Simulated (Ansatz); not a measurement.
# BH₂S radical: functionals against CCSD(T) at one geometry

The task here is to estimate one member of a computed series from the others.

Method: single points in def2-TZVPP; program: Ansatz 0.2.0, Gaussian basis.

Correlated methods freeze the cores. Orbitals are unrestricted.

### Starting geometry

SMILES `B[S]`, 4 atoms, charge 0, spin multiplicity 2.

Atoms are counted from 1 here; the program's logs count them from 0.

Bond lengths: B1–S2 1.874 Å, B1–H3 1.300 Å, B1–H4 1.175 Å. Angles: S2–B1–H3 113.7°, S2–B1–H4 119.0°, H3–B1–H4 126.8°.

Geometry (Å):

```
B    -0.1466    0.0137   -0.1356
S     1.4834   -0.3539    0.7122
H    -1.1512   -0.6516    0.3525
H    -0.1952    0.8849   -0.9231
```

The first run:

The input, run/in.yaml:

```yaml
crystal:
  periodic: [false, false, false]
  atoms:
    - {symbol: B, position_ang: [-0.146600, 0.013700, -0.135600]}
    - {symbol: S, position_ang: [1.483400, -0.353900, 0.712200]}
    - {symbol: H, position_ang: [-1.151200, -0.651600, 0.352500]}
    - {symbol: H, position_ang: [-0.195200, 0.884900, -0.923100]}
basis:
  gaussian: {orbitals: def2-TZVPP}
magnetization: {spin_polarized: true, initial_magnetization: 1}
correlation: {method: ccsd_t}
scf: {omitted_lower_state_checks: [cluster_reference]}
output: {forces: true}
```

The command line of these runs was not kept.

Steps of the session up to this table: CCSD(T)/def2-TZVPP; PBE0-D4/def2-TZVPP; wB97M-V/def2-TZVPP; r2SCAN-D4/def2-TZVPP; PBE-D4/def2-TZVPP; r2SCAN0-D4/def2-TZVPP; revPBE-D4/def2-TZVPP.

One table of the session follows, with a row left open; its other results are not shown here.

| method | RMS force component (eV/Å) | angle to CCSD(T) forces (°) | dipole (D) |
| --- | --- | --- | --- |
| CCSD(T) | 1.231 | reference | 0.38 |
| PBE0-D4 | 1.318 | 4.5 | 0.51 |
| wB97M-V | 1.297 | 3.1 | 0.50 |
| r2SCAN-D4 | ? | ? | ? |
| PBE-D4 | 1.305 | 8.7 | 0.44 |
| r2SCAN0-D4 | 1.325 | 3.3 | 0.56 |
| revPBE-D4 | 1.254 | 7.8 | 0.43 |

**Question.** Estimate the row for r2SCAN-D4.

As computed: RMS force component (eV/Å): 1.315; angle to CCSD(T) forces (°): 5.2; dipole (D): 0.52. In the column «RMS force component (eV/Å)» it lies between PBE-D4 (1.305) and PBE0-D4 (1.318).
